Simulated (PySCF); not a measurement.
Structure problem from calculated spectra and properties.

Formula: C5H5N.

| Item | Value |
| --- | --- |
| 1H NMR | chemical shifts (computed TMS as zero) by class: 7.31 (1 H), 6.84 (1 H), 5.93 (1 H), 5.86 (1 H), 5.48 (1 H) ppm [GIAO PBE0/pcSseg-2] |
| Dipole | 4.83 D [CAM-B3LYP/aug-cc-pVTZ] |
| Rotational structure | rotational constants A, B, C: 26.886, 1.455, 1.380 GHz [PBE0-D3(BJ)/def2-TZVP] |
| UV, first state | lowest singlet excitation: 5.23 eV (237 nm, f = 0.828) [TDDFT CAM-B3LYP/aug-cc-pVTZ] |
| Triplet | lowest triplet excitation (Tamm–Dancoff): 2.85 eV [TDA CAM-B3LYP/aug-cc-pVTZ] |
| 13C NMR | chemical shifts (computed TMS as zero) by class: 163.4 (1 C), 147.8 (1 C), 138.2 (1 C), 126.0 (1 C), 110.3 (1 C) ppm [GIAO PBE0/pcSseg-2] |
| Polarisability | 75.9 au [CAM-B3LYP/aug-cc-pVTZ] |
| NMR, other nuclei | isotropic shieldings of nuclei other than C and H, by class: -58 (1 N) ppm [GIAO PBE0/pcSseg-2] |

The electronic properties come from PySCF, for the isolated species, density fitting. Levels stand in brackets. Geometry: PBE0-D3(BJ)/def2-TZVP, one conformer, isolated molecule. NMR values are class means; diastereotopic atoms form classes of their own.

**Question.** What is the compound? Reason from the data.

**Answer.** Numbering: `[CH2:1]=[CH:2]/[CH:3]=[CH:4]/[C:5]#[N:6]`. Its formula, C5H5N, gives 4 degrees of unsaturation: 0 rings and 4 π bonds in the structure found. 5 carbons fall into 5 classes; from least to most shielded: alkene CH carbon [C3] (163.4 ppm), alkene CH carbon [C2] (147.8 ppm), terminal =CH2 carbon [C1] (138.2 ppm), nitrile carbon [C5] (126.0 ppm), alkene CH carbon [C4] (110.3 ppm). Hydrogen classes from least to most shielded: 1 H on an alkene CH carbon, C3 (7.31 ppm), 1 H on an alkene CH carbon, C2 (6.84 ppm), 1 H on a terminal =CH2 carbon, C1 (5.93 ppm), 1 H on a terminal =CH2 carbon, C1 (5.86 ppm), 1 H on an alkene CH carbon, C4 (5.48 ppm). The other shieldings belong to: -58 ppm, nitrile nitrogen [N6]. S1 is mainly HOMO→LUMO (weight 0.96); the largest Löwdin shares of the orbital it empties are 0.20 on the terminal =CH2 carbon, 0.20 on an alkene CH carbon, 0.15 on an alkene CH carbon and 0.14 on an alkene CH carbon, of the orbital it fills 0.19 on the terminal =CH2 carbon, 0.19 on an alkene CH carbon, 0.18 on an alkene CH carbon and 0.12 on an alkene CH carbon. The optimised geometry has point group Cs and is an asymmetric top. Structure: E-2,4-pentadienenitrile, `C(/C=C/C=C)#N`. The assignments are read from this structure; whether some other isomer fits the data as well wasn't checked.

The values belong to the conformer `[CH2:1]=[CH:2]/[CH:3]=[CH:4]/[C:5]#[N:6]`: C1–C2–C3–C4 180°.
